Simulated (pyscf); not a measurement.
Elementary routes open to HO–GeH₃ + HCl in the gas phase (singlet surface):
A. HO–GeH₂–Cl + H₂ (Ge–H, Cl–H broken; Cl–Ge, H–H formed)
B. Cl–GeH₃ + H₂O (Ge–O, Cl–H broken; Cl–Ge, H–O formed)

Structures and frequencies: ωB97X-D3(BJ)/def2-SVP in PySCF.

Task: Rank the routes by free-energy barrier at 900 K, lowest first, for ωB97M-D3(BJ)/def2-TZVP energies (ideal gas, 1 atm, RRHO with modes under 100 cm⁻¹ raised to 100, one conformer, R ln 2 for chiral ones without a mode under 150 cm⁻¹).

Result: B (1.80 eV), A (2.74 eV)

Route B is the fastest of these, ahead of the next by 0.94 eV. The most stable products are those of A (ΔG = -0.60 eV), whose barrier is 0.94 eV higher: the kinetic and the thermodynamic product differ. At 298 K B is still the fastest. A: On the reactant side the descent ends in a complex (not fully relaxed), 0.29 eV under the separated species and 1.65 eV under the saddle at ωB97X-D3(BJ)/def2-TZVP. B: On the reactant side the descent ends in a complex, 0.30 eV under the separated species and 0.62 eV under the saddle at ωB97X-D3(BJ)/def2-TZVP. On the product side the descent ends in a complex, 0.19 eV under the separated species and 1.09 eV under the saddle at ωB97X-D3(BJ)/def2-TZVP. Only these routes are compared; each barrier is that of the saddle found, and lower ones may exist. Elements up to Kr have no core potential and no relativistic terms here.
